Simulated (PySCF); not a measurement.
Compound: azulene, C10H8.
Atom-mapped SMILES: `[cH:1]1[cH:2][cH:3][c:4]2[cH:5][cH:6][cH:7][c:8]-2[cH:9][cH:10]1` (hydrogens: H11 on C1; H12 on C2; H13 on C3; H14 on C5; H15 on C6; H16 on C7; H17 on C9; H18 on C10)

The same species was optimised twice, with GFN2-xTB and with PBE0-D3(BJ)/def2-SVP (PySCF), and the same property calculations (PySCF, gas phase) were run on both structures.

```json
{"coordinate": "C6–C7 (Å)", "GFN2-xTB": "1.392", "PBE0-D3(BJ)/def2-SVP": "1.403", "change": "+0.011"}
{"coordinate": "C5–C6 (Å)", "GFN2-xTB": "1.392", "PBE0-D3(BJ)/def2-SVP": "1.403", "change": "+0.011"}
{"coordinate": "C8–C9 (Å)", "GFN2-xTB": "1.382", "PBE0-D3(BJ)/def2-SVP": "1.391", "change": "+0.009"}
{"coordinate": "C3–C4 (Å)", "GFN2-xTB": "1.382", "PBE0-D3(BJ)/def2-SVP": "1.391", "change": "+0.009"}
{"coordinate": "C9–C10 (Å)", "GFN2-xTB": "1.387", "PBE0-D3(BJ)/def2-SVP": "1.396", "change": "+0.009"}
{"coordinate": "C2–C3 (Å)", "GFN2-xTB": "1.387", "PBE0-D3(BJ)/def2-SVP": "1.396", "change": "+0.009"}
{"coordinate": "C1–C10 (Å)", "GFN2-xTB": "1.388", "PBE0-D3(BJ)/def2-SVP": "1.396", "change": "+0.008"}
{"coordinate": "C1–C2 (Å)", "GFN2-xTB": "1.388", "PBE0-D3(BJ)/def2-SVP": "1.396", "change": "+0.008"}
{"coordinate": "C7–C8 (Å)", "GFN2-xTB": "1.396", "PBE0-D3(BJ)/def2-SVP": "1.404", "change": "+0.008"}
{"coordinate": "C4–C5 (Å)", "GFN2-xTB": "1.396", "PBE0-D3(BJ)/def2-SVP": "1.404", "change": "+0.008"}
{"coordinate": "C4–C8 (Å)", "GFN2-xTB": "1.487", "PBE0-D3(BJ)/def2-SVP": "1.493", "change": "+0.006"}
{"coordinate": "C8–C9–C10 (°)", "GFN2-xTB": "128.6", "PBE0-D3(BJ)/def2-SVP": "129.1", "change": "+0.5"}
{"coordinate": "C2–C3–C4 (°)", "GFN2-xTB": "128.6", "PBE0-D3(BJ)/def2-SVP": "129.1", "change": "+0.5"}
{"coordinate": "C6–C7–C8 (°)", "GFN2-xTB": "108.9", "PBE0-D3(BJ)/def2-SVP": "108.4", "change": "-0.5"}
{"coordinate": "C4–C5–C6 (°)", "GFN2-xTB": "108.9", "PBE0-D3(BJ)/def2-SVP": "108.4", "change": "-0.5"}
{"coordinate": "C5–C6–C7 (°)", "GFN2-xTB": "109.6", "PBE0-D3(BJ)/def2-SVP": "109.9", "change": "+0.3"}
{"coordinate": "C4–C8–C9 (°)", "GFN2-xTB": "127.7", "PBE0-D3(BJ)/def2-SVP": "127.4", "change": "-0.3"}
{"coordinate": "C4–C8–C7 (°)", "GFN2-xTB": "106.4", "PBE0-D3(BJ)/def2-SVP": "106.7", "change": "+0.3"}
{"coordinate": "C5–C4–C8 (°)", "GFN2-xTB": "106.4", "PBE0-D3(BJ)/def2-SVP": "106.6", "change": "+0.2"}
```

Rotational constants: A = 2887, B = 1271, C = 882.7 MHz (GFN2-xTB) against A = 2854, B = 1254, C = 871.2 MHz (PBE0-D3(BJ)/def2-SVP). Point groups within 0.08 Å: C2v and C2v.

On the GFN2-xTB structure: HOMO (eV) -5.75 [PBE0/pcSseg-1]; LUMO (eV) -2.11 [PBE0/pcSseg-1]; dipole (D) 1.11 [PBE0/pcSseg-1]; GIAO shielding of C1 (ppm) 42.1 [PBE0/pcSseg-1]; GIAO shielding of C2/C10 (mean) (ppm) 59.5 [PBE0/pcSseg-1]; GIAO shielding of C3/C9 (mean) (ppm) 42.7 [PBE0/pcSseg-1]; GIAO shielding of C4/C8 (mean) (ppm) 42.8 [PBE0/pcSseg-1]; GIAO shielding of C5/C7 (mean) (ppm) 64.0 [PBE0/pcSseg-1]; GIAO shielding of C6 (ppm) 43.3 [PBE0/pcSseg-1].

Problem. What do these properties become on the PBE0-D3(BJ)/def2-SVP structure?

Solution. 
```json
{"property": "HOMO (eV)", "level": "PBE0/pcSseg-1", "on GFN2-xTB": "-5.75", "on PBE0-D3(BJ)/def2-SVP": "-5.76", "change": "-0.01"}
{"property": "LUMO (eV)", "level": "PBE0/pcSseg-1", "on GFN2-xTB": "-2.11", "on PBE0-D3(BJ)/def2-SVP": "-2.14", "change": "-0.03"}
{"property": "dipole (D)", "level": "PBE0/pcSseg-1", "on GFN2-xTB": "1.11", "on PBE0-D3(BJ)/def2-SVP": "1.14", "change": "+0.03"}
{"property": "energy, GFN2-xTB geometry as zero (kcal/mol)", "level": "PBE0/pcSseg-1", "on GFN2-xTB": "0.0", "on PBE0-D3(BJ)/def2-SVP": "-0.2", "change": "-0.2"}
{"property": "GIAO shielding of C1 (ppm)", "level": "PBE0/pcSseg-1", "on GFN2-xTB": "42.1", "on PBE0-D3(BJ)/def2-SVP": "39.9", "change": "-2.2"}
{"property": "GIAO shielding of C2/C10 (mean) (ppm)", "level": "PBE0/pcSseg-1", "on GFN2-xTB": "59.5", "on PBE0-D3(BJ)/def2-SVP": "57.3", "change": "-2.2"}
{"property": "GIAO shielding of C3/C9 (mean) (ppm)", "level": "PBE0/pcSseg-1", "on GFN2-xTB": "42.7", "on PBE0-D3(BJ)/def2-SVP": "40.7", "change": "-2.0"}
{"property": "GIAO shielding of C4/C8 (mean) (ppm)", "level": "PBE0/pcSseg-1", "on GFN2-xTB": "42.8", "on PBE0-D3(BJ)/def2-SVP": "40.9", "change": "-1.9"}
{"property": "GIAO shielding of C5/C7 (mean) (ppm)", "level": "PBE0/pcSseg-1", "on GFN2-xTB": "64.0", "on PBE0-D3(BJ)/def2-SVP": "61.9", "change": "-2.1"}
{"property": "GIAO shielding of C6 (ppm)", "level": "PBE0/pcSseg-1", "on GFN2-xTB": "43.3", "on PBE0-D3(BJ)/def2-SVP": "40.7", "change": "-2.6"}
```

The heavy atoms differ by 0.014 Å rms after alignment. Among bonds between heavy atoms C5–C6 and C6–C7 change most and about equally (+0.011 Å). Changes are differences of the printed values. Neither structure is proved a minimum here.
